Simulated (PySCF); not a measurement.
**Bond curve of SiCl**

Set-up: basis Si def2-SVPD, Cl def2-SVPD; no relativity; PySCF 2.14. Energies in eV from Si + Cl in their ground configurations at the same level. State: ²Π (doublet), unpaired electrons π ↑.

All columns are PBE0. A positive dipole means Si(−)Cl(+).

```
R (Å)  E (eV)  μ (D)  Mulliken charge on Si (basis-dependent)  HOMO (eV)  LUMO (eV)  Mayer bond order  ⟨S²⟩
1.813  -3.352   0.72                                     0.24      -4.62      -2.52              1.42  0.76
1.897  -3.924   0.22                                     0.30      -4.83      -2.71              1.30  0.76
1.982  -4.232  -0.30                                     0.35      -5.03      -2.90              1.21  0.76
2.045  -4.338  -0.69                                     0.38      -5.19      -3.04              1.14  0.76
2.108  -4.365  -1.09                                     0.40      -5.33      -3.17              1.09  0.76
2.171  -4.331  -1.49                                     0.42      -5.48      -3.30              1.05  0.76
2.256  -4.218  -2.01                                     0.44      -5.66      -3.47              1.00  0.76
2.361  -4.004  -2.66                                     0.46      -5.88      -3.68              0.96  0.76
2.487  -3.687  -3.41                                     0.47      -6.13      -3.90              0.93  0.76
2.656  -3.222  -4.37                                     0.48      -6.43      -4.19              0.91  0.76
```

A fit through these points gives, at Re = 2.101 Å, μ = -1.05 D and dμ/dR = -6.28 D/Å; the reduced mass is 15.54 u.

Question: How strong is the fundamental in the double-harmonic approximation, I = 42.26·(dμ/dR)²/μred km/mol?

Answer: I = 42.26·(-6.28)²/15.54 = 107 km/mol at PBE0.

The state was picked by a PBE0 search and need not be the measured ground state.
